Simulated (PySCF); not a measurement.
## Highest orbital energy against ionisation energy along group 15

Calculated with PySCF 2.14, no spin-orbit coupling. Each cell gives −ε(HOMO) / ΔSCF in eV; NIST values include spin-orbit coupling, (s) semi-empirical, (t) theoretical.

| species | UHF | LDA | PBE | PBE0 | r2SCAN | NIST (lowest levels) |
| --- | --- | --- | --- | --- | --- | --- |
| N (x2c-QZVPPall, spin-free X2C) | 15.521 / 13.887 | 8.377 / 14.998 | 8.273 / 14.718 | 10.195 / 14.692 | 8.875 / 14.794 | 14.534 |
| P (x2c-QZVPPall, spin-free X2C) | 10.654 / 9.893 | 6.274 / 10.563 | 6.267 / 10.473 | 7.512 / 10.514 | 6.682 / 10.624 | 10.487 |
| As (x2c-QZVPPall, spin-free X2C) | 10.040 / 9.407 | 5.951 / 10.022 | 5.901 / 9.876 | 7.088 / 9.937 | 6.303 / 10.082 | 9.789 |
| Sb (x2c-QZVPPall, spin-free X2C) | 9.096 / 8.572 | 5.524 / 9.127 | 5.460 / 8.965 | 6.520 / 9.041 | 5.826 / 9.163 | 8.608 |
| Bi (x2c-QZVPPall, spin-free X2C) | 8.696 / 8.217 | 5.295 / 8.767 | 5.201 / 8.574 | 6.213 / 8.647 | 5.563 / 8.767 | 7.286 |

**Question.** How far is −ε(HOMO) from ΔSCF on average for each method, and why?

**Answer.** UHF 0.81 eV; LDA -4.41 eV; PBE -4.30 eV; PBE0 -3.06 eV; r2SCAN -4.04 eV. Hartree-Fock orbital energies lack relaxation and so exceed the ΔSCF value; semilocal functionals have convex E(N) from self-interaction, so their HOMO lies far too high; exact exchange moves hybrids part of the way back.
